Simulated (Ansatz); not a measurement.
One stationary structure of Ta. Space group Im-3m (No. 229), bcc (W type). Calculation: PBEsol (plane waves to 420 eV, PAW, scalar-relativistic; Ansatz, an electronic-structure program).

Space group Im-3m (No. 229); a = b = c = 3.2819 Å, α = β = γ = 90.00°

```csv
atom,site,symmetry,x,y,z
Ta,2a,m-3m,0.0000,0.0000,0.0000
```
(The calculation used a cell of 1 atom; values per cell refer to that cell.)

* **Volume per atom**: 17.67 Å³
* **Band gap**: no gap (metallic)
* **Shortest distances**: Ta–Ta 2.84 Å
* **k-mesh**: 20×20×20

Band energies at high-symmetry points (eV from the Fermi level; labels of this space group; no spin-orbit coupling), from −5 eV up to 3.8 eV:

```json
[
 {"point": "Γ", "energies": "0.74 0.74 0.74"},
 {"point": "H", "energies": "-3.91 -3.91"},
 {"point": "N", "energies": "-4.45 -1.59 1.72"},
 {"point": "P", "energies": "-1.22 -1.22 -1.22"}
]
```

No spin polarisation in the result.

Measured for Ta: a 3.299 Å (static lattice; corrected from measurement; as listed in Daniel Mejia-Rodriguez, S. B. Trickey, Phys. Rev. B (2018)). Computed minus measured — a: PBEsol -0.5 %. The computed values are for a static lattice.

The run could not lose the symmetry of its start; a randomly shaken copy of 2 atoms returns to this structure.
